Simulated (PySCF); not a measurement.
# O2 (triplet): a look at the electrons

Aim: take O2 (triplet) and analyse its density (charges, bond critical points, surface potential), see where an electron leaves and enters and measure its response to a uniform field.

Computed with PySCF 2.14.0. Level: levels as typed in each script, gas phase, geometry from GFN2-xTB.

**1. Starting geometry**

2 atoms, charge 0, spin multiplicity 3.

Bond lengths: O1–O2 1.210 Å.

Coordinates:

```
O     0.6049    0.0000    0.0000
O    -0.6049    0.0000    0.0000
```

**2. Density, bond paths and surface potential (TPSS/def2-tzvp)**

The input, input.py:

```python
import numpy as np
from pyscf import gto, scf, dft
from pyscf.scf import atom_ks, atom_hf
from scipy.linalg import block_diag

def solve(mol, dm0=None, hcore=None):
    mf = (dft.UKS if mol.spin else dft.RKS)(mol, xc='tpss')
    mf.grids.level = 3
    mf = mf.density_fit(auxbasis='def2-universal-jkfit')
    mf.conv_tol, mf.max_cycle = 1e-8, 80
    if hcore is not None:
        mf.get_hcore = lambda *args: hcore
    mf.kernel(dm0)
    if not mf.converged:
        mf = mf.newton().run(mf.mo_coeff, mf.mo_occ, max_cycle=30)
    assert mf.converged, 'SCF not converged'
    return mf

mol = gto.M(atom='''
O      0.60491     0.00000     0.00000
O     -0.60491     0.00000     0.00000
''', basis='def2-tzvp', charge=0, spin=2, verbose=4)
mf = solve(mol)
mf.analyze()
# spherically averaged free atoms, for the promolecule
atm = atom_ks.get_atm_nrks(mol, xc='tpss')
pro = block_diag(*[(atm[a[0]][2] * atm[a[0]][3]) @ atm[a[0]][2].T for a in mol._atom])
np.savez('result.npz', e=mf.e_tot, c=mf.mo_coeff, occ=mf.mo_occ, eps=mf.mo_energy, pro=pro, dip=mf.dip_moment(verbose=0), s2=mf.spin_square()[0])
```

On the command line:

```console
OMP_NUM_THREADS=1 python input.py
```

**4. Removing and adding an electron (wB97X/cc-pvdz)**

The input, input.py:

```python
import numpy as np
from pyscf import gto, scf, dft
from pyscf.scf import atom_ks, atom_hf
from scipy.linalg import block_diag

def solve(mol, dm0=None, hcore=None):
    mf = (dft.UKS if mol.spin else dft.RKS)(mol, xc='wb97x')
    mf.grids.level = 3
    mf = mf.density_fit(auxbasis='def2-universal-jkfit')
    mf.conv_tol, mf.max_cycle = 1e-8, 80
    if hcore is not None:
        mf.get_hcore = lambda *args: hcore
    mf.kernel(dm0)
    if not mf.converged:
        mf = mf.newton().run(mf.mo_coeff, mf.mo_occ, max_cycle=30)
    assert mf.converged, 'SCF not converged'
    return mf

mol = gto.M(atom='''
O      0.60491     0.00000     0.00000
O     -0.60491     0.00000     0.00000
''', basis='cc-pvdz', charge=0, spin=2, verbose=4)
mf = solve(mol)
out = dict(e0=mf.e_tot, dm0=mf.make_rdm1(), c=mf.mo_coeff, occ=mf.mo_occ, eps=mf.mo_energy)
for name, dq, spin in [('cation', 1, 1), ('anion', -1, 1)]:
    ion = mol.copy().set(charge=mol.charge + dq, spin=spin).build()
    mi = solve(ion)
    if spin and dq > 0 and mol.nao < 130:
        c, _, stable, _ = mi.stability(return_status=True)
        if not stable:
            mi = solve(ion, mi.make_rdm1(c, mi.mo_occ))
    print(name, 'vertical energy change / eV', (mi.e_tot - mf.e_tot) * 27.211386)
    out.update({'e_' + name: mi.e_tot, 'dm_' + name: mi.make_rdm1(), 's2_' + name: mi.spin_square()[0], 'eps_' + name: mi.mo_energy, 'occ_' + name: mi.mo_occ})
# spherically averaged free atoms, for the promolecule
atm = atom_ks.get_atm_nrks(mol, xc='wb97x')
pro = block_diag(*[(atm[a[0]][2] * atm[a[0]][3]) @ atm[a[0]][2].T for a in mol._atom])
np.savez('result.npz', pro=pro, **out)
```

**5. Response to an electric field (PBE/def2-svpd)**

The input, input.py:

```python
import numpy as np
from pyscf import gto, scf, dft
from pyscf.scf import atom_ks, atom_hf
from scipy.linalg import block_diag

def solve(mol, dm0=None, hcore=None):
    mf = (dft.UKS if mol.spin else dft.RKS)(mol, xc='pbe')
    mf.grids.level = 3
    mf = mf.density_fit(auxbasis='def2-universal-jkfit')
    mf.conv_tol, mf.max_cycle = 1e-8, 80
    if hcore is not None:
        mf.get_hcore = lambda *args: hcore
    mf.kernel(dm0)
    if not mf.converged:
        mf = mf.newton().run(mf.mo_coeff, mf.mo_occ, max_cycle=30)
    assert mf.converged, 'SCF not converged'
    return mf

mol = gto.M(atom='''
O      0.60491     0.00000     0.00000
O     -0.60491     0.00000     0.00000
''', basis='def2-svpd', charge=0, spin=2, verbose=4)
field = np.array([0.008, 0.0, 0.0])  # atomic units
mol.set_common_orig(mol.atom_charges() @ mol.atom_coords() / mol.atom_charges().sum())
mf = solve(mol)
out = dict(dm0=mf.make_rdm1(), d0=mf.dip_moment(unit='AU'), e0=mf.e_tot)
for name, sign in (('p', 1), ('m', -1)):
    h = mf.get_hcore() + sign * np.einsum('x,xij->ij', field, mol.intor('int1e_r'))
    mi = solve(mol, mf.make_rdm1(), h)
    out.update({'dm' + name: mi.make_rdm1(), 'd' + name: mi.dip_moment(unit='AU'), 'e' + name: mi.e_tot})
# spherically averaged free atoms, for the promolecule
atm = atom_ks.get_atm_nrks(mol, xc='pbe')
pro = block_diag(*[(atm[a[0]][2] * atm[a[0]][3]) @ atm[a[0]][2].T for a in mol._atom])
np.savez('result.npz', pro=pro, **out)
```

(Steps that only read results are left out.)

Before running it: what results should come out? Wanted: dipole moment; HOMO, LUMO; polarisability along the field.

**Answer**, as computed:

```
                                      quantity            value
                dipole moment (TPSS/def2-tzvp)           0.00 D
                   HOMO, LUMO (TPSS/def2-tzvp)  -6.95, -4.23 eV
polarisability along the field (PBE/def2-svpd)       15.3 bohr³
```

**Reading.** At TPSS/def2-tzvp: The highest Hirshfeld charge is on O1 and O2 (0.00 e), the lowest on O1 and O2 (0.00 e). All values hold at the given geometry, in the gas phase.
